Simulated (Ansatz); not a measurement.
**CH₃NaO (SMILES C[O][Na]): single points off equilibrium**

An exercise on one series of results from a longer session: the logs are not shown, and one member is left open.

Method: single points in def2-TZVPP; program: Ansatz 0.2.0, Gaussian basis.

Cores are frozen in the correlated methods. The outer core shell of Li, Na, Mg and K is correlated. B3LYP uses VWN-RPA correlation.

## The starting structure

SMILES `C[O][Na]`, 6 atoms, charge 0, spin multiplicity 1.

Atoms are counted from 1 here; the program's logs count them from 0.

Bond lengths: C1–O2 1.396 Å, C1–H4 1.129 Å, C1–H5 1.096 Å, C1–H6 1.194 Å, O2–Na3 1.751 Å. Angles: O2–C1–H4 103.3°, O2–C1–H5 101.0°, O2–C1–H6 130.6°, H4–C1–H5 119.2°, H4–C1–H6 102.8°, H5–C1–H6 101.7°, C1–O2–Na3 142.4°.

Coordinates:

```
C     0.5105   -0.1032    0.1184
O    -0.5571    0.6124   -0.4255
Na   -2.3013    0.7540   -0.3747
H     0.5187   -1.0572   -0.4856
H     1.3297    0.6149   -0.0057
H     0.6972   -0.4932    1.2312
```

The first run:

File run/in.yaml:

```yaml
crystal:
  periodic: [false, false, false]
  atoms:
    - {symbol: C, position_ang: [0.510500, -0.103200, 0.118400]}
    - {symbol: O, position_ang: [-0.557100, 0.612400, -0.425500]}
    - {symbol: Na, position_ang: [-2.301300, 0.754000, -0.374700]}
    - {symbol: H, position_ang: [0.518700, -1.057200, -0.485600]}
    - {symbol: H, position_ang: [1.329700, 0.614900, -0.005700]}
    - {symbol: H, position_ang: [0.697200, -0.493200, 1.231200]}
basis:
  gaussian: {orbitals: def2-TZVPP}
correlation: {method: ccsd_t}
output: {forces: true}
```

No record of the launch command was kept for these runs.

Steps of the session up to this table: CCSD(T)/def2-TZVPP; PBE0-D4/def2-TZVPP; wB97M-V/def2-TZVPP; r2SCAN-D4/def2-TZVPP; PBE-D4/def2-TZVPP; B3LYP-D4/def2-TZVPP; r2SCANh-D4/def2-TZVPP.

One of the session's tables, all rows but one given; the rest of the session is left out.

```
    method  RMS force component (eV/Å)  angle to CCSD(T) forces (°)  dipole (D)
   CCSD(T)                       1.496                    reference        6.85
   PBE0-D4                       1.523                          5.6        6.73
   wB97M-V                       1.517                          2.2        6.70
 r2SCAN-D4                       1.514                          3.5        6.80
    PBE-D4                       1.460                          6.1        6.33
  B3LYP-D4                       1.497                          1.8        6.58
r2SCANh-D4                           ?                            ?           ?
```

Q: Estimate the row for r2SCANh-D4 from the others.

**Answer.** RMS force component (eV/Å): 1.534; angle to CCSD(T) forces (°): 4.5; dipole (D): 6.86. In the column «RMS force component (eV/Å)» it is the highest.
